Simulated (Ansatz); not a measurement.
**wB97M-V/cc-pVDZ run of C2H3ClF2 (1-chloro-1,1-difluoroethane)**

What is the vertical ionisation energy of C2H3ClF2 (1-chloro-1,1-difluoroethane) at wB97M-V/cc-pVDZ? 

The calculation is run with Ansatz 0.2.0.

55 further runs of the same task are left out: 1 that didn't finish, 54 set aside as unsound or not needed. Runs told in other sessions of the task aren't counted.

**1. The system as given**

C2H3ClF2: 8 atoms, total charge 0, spin state singlet. SMILES: `CC(F)(F)Cl`. The shape is that of a PBE0-D4/def2-TZVP optimisation.

Bond lengths: C1–C2 1.499 Å, C2–F3 1.343 Å, C2–F4 1.343 Å, C2–Cl5 1.781 Å, C1–H6 1.088 Å, C1–H7 1.091 Å, C1–H8 1.088 Å. Some angles: C1–C2–F3 111.0°, C1–C2–F4 111.0°, C1–C2–Cl5 112.0°, F3–C2–F4 106.8°, F3–C2–Cl5 107.9°, F4–C2–Cl5 107.9°, C2–C1–H6 109.7°, C2–C1–H7 108.3°, C2–C1–H8 109.7°, H6–C1–H7 109.7°.

**2. The energy at wB97M-V/cc-pVDZ**

Contents of in.yaml:

```yaml
crystal:
  periodic: [false, false, false]
  atoms:
    - {symbol: C, position_ang: [-0.591960, -0.305640, 0.477310]}
    - {symbol: C, position_ang: [0.524930, 0.179790, -0.395910]}
    - {symbol: F, position_ang: [1.713900, 0.014330, 0.206290]}
    - {symbol: F, position_ang: [0.571970, -0.511300, -1.546500]}
    - {symbol: Cl, position_ang: [0.352900, 1.905700, -0.801400]}
    - {symbol: H, position_ang: [-0.600880, 0.257090, 1.409000]}
    - {symbol: H, position_ang: [-0.428120, -1.363800, 0.687730]}
    - {symbol: H, position_ang: [-1.542750, -0.176190, -0.036530]}
basis:
  gaussian: {orbitals: cc-pVDZ}
hamiltonian: {xc: {name: wB97M-V}}
accuracy: high
output: {orbitals: {seedname: orbitals}}
```

Started as:

```
$ ansatz run in.yaml --threads 1 --pin off --max-ram 3480MiB --events-out events.jsonl --progress --plain --runs-dir runs
```

The log of the run:

```text
Warning: RAYON_NUM_THREADS=1 ignored (pool sized by the plan → 1); use --threads N
Functional definition: wB97M-V
  name "wB97M-V"
  parameter omega = 0.3/bohr
  parameter cx = 0.15
  parameter cx01 = 1.007
  parameter cx10 = 0.259
  parameter css00 = 0.443
  parameter css04 = -1.437
  parameter css10 = -4.535
  parameter css20 = -3.390
  parameter css43 = 4.278
  parameter cos00 = 1.000
  parameter cos10 = 1.358
  parameter cos20 = 2.924
  parameter cos21 = -8.812
  parameter cos60 = -1.390
  parameter cos61 = 9.142
  parameter b = 6.0
  parameter c = 0.01
  gx(w, u) = 1 - cx + cx01*u + cx10*w
  gss(w, u) = css00 + css04*u^4 + css10*w + css20*w^2 + css43*w^4*u^3
  gos(w, u) = cos00 + cos10*w + (cos20 + cos21*u)*w^2 + (cos60 + cos61*u)*w^6
  exchange = spin_sum(e_x_unif_sr(omega)*gx(b97_w, b97_u_x)) + cx*exact_x_sr(omega) + exact_x_lr(omega)
  correlation = spin_sum(e_c_pw_mod_same_spin*gss(b97_w, b97_u_same))
      + integral(e_c_pw_mod_opposite_spin*gos(b97_w_opposite, b97_u_opposite)) + vv10(b, c)
2086 factors; integrals over basis functions are off by at most 3.6e-9 eV
326 factors; integrals over basis functions are off by at most 2.2e-9 eV
mean field evaluation 1: about -20073.7248 eV, gradient 4.1e1 eV
mean field evaluation 2: about -20074.4821 eV, gradient 3.9e1 eV
mean field evaluation 4: about -20076.9404 eV, gradient 1.1e0 eV
mean field evaluation 8: about -20077.0910 eV, gradient 8.3e-2 eV
mean field evaluation 16: about -20077.0911 eV, gradient 5.4e-5 eV
mean field -20077.09106273 eV, -737.8194878142 hartree, gradient 4.5e-8 eV, S^2 0.000000; 0 other end points of the search recorded, 0 dependent functions left out
reference -20077.09106590 eV, -737.8194879308 hartree; 25, 25 occupied and 64, 64 virtual orbitals, 2086 factors
Total energy: -20077.09106590 eV, -737.8194879308 hartree
```

Run time: 81 s. Hardware: 1 thread of Arm Neoverse V1, shared host; peak memory 0.58 GiB.

**3. The doublet cation at the same level**

Contents of run.yaml:

```yaml
basis:
  gaussian:
    orbitals: cc-pVDZ
crystal:
  periodic: [false, false, false]
  atoms:
    - {symbol: C, position_ang: [-0.591960, -0.305640, 0.477310]}
    - {symbol: C, position_ang: [0.524930, 0.179790, -0.395910]}
    - {symbol: F, position_ang: [1.713900, 0.014330, 0.206290]}
    - {symbol: F, position_ang: [0.571970, -0.511300, -1.546500]}
    - {symbol: Cl, position_ang: [0.352900, 1.905700, -0.801400]}
    - {symbol: H, position_ang: [-0.600880, 0.257090, 1.409000]}
    - {symbol: H, position_ang: [-0.428120, -1.363800, 0.687730]}
    - {symbol: H, position_ang: [-1.542750, -0.176190, -0.036530]}
total_charge: 1
magnetization:
  spin_polarized: true
  initial_magnetization: 1
hamiltonian:
  xc: {name: wB97M-V}
accuracy: high
output: {orbitals: {seedname: orbitals}}
```

Started as:

```
$ ansatz run run.yaml --threads 1 --pin off --max-ram 3480MiB --events-out events.jsonl --progress --plain --runs-dir runs
```

The log of the run, shortened:

```text
Warning: RAYON_NUM_THREADS=1 ignored (pool sized by the plan → 1); use --threads N
[... 2 set-up lines as earlier in the session ...]
[...]
  gx(w, u) = 1 - cx + cx01*u + cx10*w
  gss(w, u) = css00 + css04*u^4 + css10*w + css20*w^2 + css43*w^4*u^3
  gos(w, u) = cos00 + cos10*w + (cos20 + cos21*u)*w^2 + (cos60 + cos61*u)*w^6
[...]
      + integral(e_c_pw_mod_opposite_spin*gos(b97_w_opposite, b97_u_opposite)) + vv10(b, c)
2085 factors; integrals over basis functions are off by at most 3.6e-9 eV
326 factors; integrals over basis functions are off by at most 2.2e-9 eV
[...]
mean field -20065.09962587 eV, -737.3788106378 hartree, gradient 3.3e-8 eV, S^2 0.752271; 4 other end points of the search recorded, 0 dependent functions left out
reference -20065.09962895 eV, -737.3788107508 hartree; 25, 24 occupied and 64, 65 virtual orbitals, 2085 factors
Total energy: -20065.09962895 eV, -737.3788107508 hartree
```

Run time: 6.3 min. Hardware: 1 thread of Arm Neoverse V1, shared host; peak memory 1.1 GiB.

**4. What came out**

Level: wB97M-V/cc-pVDZ.

```
                                          quantity          value
                    singlet C2H3ClF2: total energy  -737.81949 Eh
                     singlet C2H3ClF2: HOMO energy      -11.46 eV
                     singlet C2H3ClF2: LUMO energy        3.22 eV
                   singlet C2H3ClF2: HOMO–LUMO gap       14.68 eV
                      doublet cation: total energy  -737.37881 Eh
doublet cation: HOMO energy (highest over α and β)      -19.12 eV
 doublet cation: LUMO energy (lowest over α and β)      -12.41 eV
                              doublet cation: ⟨S²⟩          0.752
vertical ionisation energy (to the doublet cation)      11.991 eV
```

In words: The vertical ionisation energy comes to 11.99 eV (277 kcal/mol). The negative HOMO energy of the first species, 11.46 eV, lies 0.53 eV below that difference.
